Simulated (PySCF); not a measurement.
C₂H₄O₂. Atoms are numbered in the order given.

```xyz
8

C     -0.4020    -1.3655     0.0000
O      0.7319    -0.4839     0.0000
C      0.4370     0.8317     0.0000
O     -0.6760     1.3067     0.0000
H     -1.0304    -1.1993    -0.8982
H      0.0065    -2.3913     0.0000
H     -1.0304    -1.1993     0.8982
H      1.3963     1.4103     0.0000
```
Charge 0, spin multiplicity 1.

The structure is a stationary point at PBE-D3(BJ)/def2-SVP. The values are those of a single conformer.

Calculation: PBE/def2-TZVPD in PySCF.

Symmetry labels are those of the subgroup Cs that the program uses (full group Cs).

**Question.** List the valence orbital energies around the gap with their symmetry. (Estimate from the structure and the level; the computed values follow.)

**Answer.** 
```
orbital  symmetry  energy (eV)
-------  --------  -----------
HOMO−7         A'       -13.09
HOMO−6         A"       -11.95
HOMO−5         A'       -11.67
HOMO−4         A'       -10.37
HOMO−3         A"        -9.78
HOMO−2         A'        -8.83
HOMO−1         A"        -7.59
HOMO           A'        -6.75
LUMO           A"        -1.38
LUMO+1         A'        -0.24
LUMO+2         A'         0.40
LUMO+3         A'         0.69
```
